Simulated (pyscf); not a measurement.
Routes from BH₃ (SMILES B) + HF (SMILES F)

Candidate steps break at most two bonds and form at most two. Each was searched with GFN2-xTB (tblite) first. Structures and frequencies: ωB97X-D3(BJ)/def2-SVP in PySCF. Energies: ωB97M-D3(BJ)/def2-TZVP, kJ/mol, from the separated reactants, singlet surface; ΔG‡ with ideal gas, 1 atm, RRHO with modes under 100 cm⁻¹ raised to 100, one conformer, R ln 2 for chiral ones without a mode under 150 cm⁻¹.

```json
[
 {"products": "H₂B–F + H₂", "type": "four-centre exchange", "ΔE‡": "28.7", "ΔE": "-136.9", "ΔG‡ 298 K": "66.4", "ΔG‡ 900 K": "145.8", "ν‡ (cm⁻¹)": "1173i"},
 {"products": "BH₃ + HF", "type": "four-centre exchange", "ΔE‡": "278.4", "ΔE": "0.0", "ΔG‡ 298 K": "301.7", "ΔG‡ 900 K": "370.5", "ν‡ (cm⁻¹)": "2498i"}
]
```

Row 1: On the reactant side the descent ends in a complex, 17.8 kJ/mol under the separated species and 49.9 kJ/mol under the saddle at ωB97X-D3(BJ)/def2-TZVP. Row 2: On the reactant side the descent ends in a complex (not fully relaxed), 17.6 kJ/mol under the separated species and 296.4 kJ/mol under the saddle at ωB97X-D3(BJ)/def2-TZVP. On the product side the descent ends in a complex (not fully relaxed), 17.7 kJ/mol under the separated species and 296.5 kJ/mol under the saddle at ωB97X-D3(BJ)/def2-TZVP. 

Plain bond fissions and candidates not yet searched are not listed, and one of them may be faster. Each barrier is that of the saddle found; lower ones may exist.
